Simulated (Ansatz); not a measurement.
Reaction (substitution at a C–C bond): `COC(C)(F)F` + `N=CS` → `CSC=N` + `COC(F)F`

Program: Ansatz. Geometries: PBE0-D4/def2-TZVP. ΔE: electronic, gas phase. CCSD(T)/CBS is the MP2 limit (def2-TZVPP, def2-QZVPP) plus CCSD(T) − MP2 in def2-TZVPP, frozen cores. This one scheme is used for every species. Functionals use def2-TZVPP. Each species was taken in one conformer, which may not be the lowest.

| level | ΔE (kJ/mol) |
| --- | --- |
| PBE0-D4 | 12.6 |
| B2PLYP | 12.9 |
| PBE0 | 12.3 |
| SCS-MP2/def2-TZVPP | 13.9 |

Q: What does CCSD(T)/CBS give? (An estimate is asked.)

A: Ansatz gave: +16.3 kJ/mol. The listed levels differ from it by -3.7, -3.4, -4.0, -2.4 kJ/mol.

Largest T1 diagnostic among the species: 0.014.
